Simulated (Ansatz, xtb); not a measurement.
**Ligand exchange: C2H6O + SiH4 → C2H8Si + H2O**

Species: C2H6O (ethanol) `CCO`, singlet; SiH4 (silane) `[SiH4]`, singlet; C2H8Si `CC[SiH3]`, singlet; H2O (water) `O`, singlet. The partners trade OH for SiH3: C–OH and H–SiH3 bonds give way to C–SiH3 and H–OH.

Shapes, held fixed at every level: PBE0-D4/def2-TZVP. Flexible molecules stand in one conformer, not always the lowest. Programs: Ansatz 0.2.0, xtb 6.7.1. The zero-point and thermal change to 298 K, harmonic and unscaled (PBE0-D4/def2-TZVP), is +2.7 kJ/mol.

```tsv
level	kind	ΔH(298 K) (kJ/mol)	less CCSD(T)/CBS estimate	CPU time (sum over the molecules)
GFN2-xTB	semi-empirical	+21.5	+96.2	0.18 s
HF/def2-TZVPP	Hartree–Fock	-51.9	+22.8	–
B3LYP-D4/def2-TZVPP	global hybrid	-64.7	+10.0	17 s
PBE0-D4/def2-TZVPP	global hybrid	-70.0	+4.7	10 s
wB97X-V/def2-TZVPP	range-separated hybrid	-63.3	+11.4	30 s
CCSD/def2-SVP	coupled cluster or CI	-48.2	+26.5	–
CCSD(T)/def2-TZVPP	coupled cluster or CI	-68.6	+6.1	3.5 min
CCSD(T)/CBS estimate	coupled cluster or CI	-74.7	0.0	5.3 min
```

The highest level, CCSD(T)/CBS estimate, gives ΔH(298 K) = -74.7 kJ/mol; the levels span -74.7 to +21.5. They disagree on the sign: 1 of 8 are positive. GFN2-xTB strays far from the other rows. The column of differences is taken from that level and isn't an error. No measured value is set beside it here. The CBS estimate extrapolates MP2 from def2-TZVPP and def2-QZVPP and adds CCSD(T) − MP2 in the triple-zeta set, cores frozen. CCSD(T)/CBS estimate lies outside the range of all other levels here, so it shouldn't be taken on trust. Times are processor times on shared x86 and Arm servers, and rough.
